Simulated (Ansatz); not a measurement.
```yaml
crystal:
  periodic: [false, false, false]
  atoms:
    - {symbol: As, position_ang: [0.000000, 0.000000, 0.000000]}
    - {symbol: H, position_ang: [0.000000, 0.000000, 1.500000]}
basis:
  gaussian: {orbitals: def2-TZVP}
total_charge: 1
magnetization: {spin_polarized: true, initial_magnetization: 1}
hamiltonian: {xc: pbe0}
relax: {f_tol: 0.004, max_steps: 80}
```

```sh
$ ansatz run in.yaml --threads 1 --pin off --events-out ev --progress --plain --max-ram 2176MiB
```

Steps of the relaxation (energy above the last step; positions in Å, forces in eV/Å):

```
2
step 1, 11.4 meV
As    0.000    0.000    0.000    0.000    0.000   -0.673
H     0.000    0.000    1.500    0.000    0.000    0.673
```

```
2
step 2, 0.3 meV
As    0.000    0.000   -0.015    0.000    0.000   -0.101
H     0.000    0.000    1.515    0.000    0.000    0.101
```

```
2
step 3, 0.0 meV
As    0.000    0.000   -0.017    0.000    0.000   -0.001
H     0.000    0.000    1.517    0.000    0.000    0.001
```

Close pairs at the end: As1–H2 1.535 Å.

A stationary point of unrestricted PBE0 after 3 steps, with ⟨S²⟩ = 0.754 against 0.75 for a pure state. 7.5 s on 1 thread of Intel Xeon Platinum 8259CL, shared host.
